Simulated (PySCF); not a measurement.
## Nitrogen: a sound run and one with changed settings

Sound run: N [He] 2s2 2p3, N+ [He] 2s2 2p2. Calculation: PySCF 2.14, in cc-pVDZ; the non-relativistic Hamiltonian (point nucleus). In the sound run the correlated levels freeze 1s2. The sound run starts from symmetry-adapted Hartree-Fock orbitals and uses a fine grid where one is needed.

Changed run: initial guess minao, at most 50 SCF cycles, level shift 0.5 hartree.

```tsv
species	method	sound run (hartree)	changed run (hartree)	converged
N	UHF	-54.39111	-54.39111	yes
N	TPSS	-54.59919	-54.59919	yes
N	B3LYP	-54.58914	-54.58914	yes
N	MP2	-54.46186	-54.44665	yes
N	CCSD(T)	-54.47850	-54.47850	yes
N+	UHF	-53.88047	-53.88047	yes
N+	TPSS	-54.06369	-54.06369	yes
N+	B3LYP	-54.05362	-54.05362	yes
N+	MP2	-53.93437	-53.92210	yes
N+	CCSD(T)	-53.95698	-53.95698	yes
```

Ionisation energy of N:

| method | sound run (eV) | changed run (eV) |
| --- | --- | --- |
| UHF | 13.895 | 13.895 |
| TPSS | 14.572 | 14.572 |
| B3LYP | 14.572 | 14.572 |
| MP2 | 14.354 | 14.274 |
| SCS-MP2 | 14.144 | 14.113 |
| CCSD | 14.195 | 14.195 |
| CCSD(T) | 14.191 | 14.191 |

A level shift leaves the converged SCF energy unchanged but raises the virtual orbital energies, which shrinks MP2 if it is not removed.

For comparison, NIST gives 14.534 eV between the lowest levels.
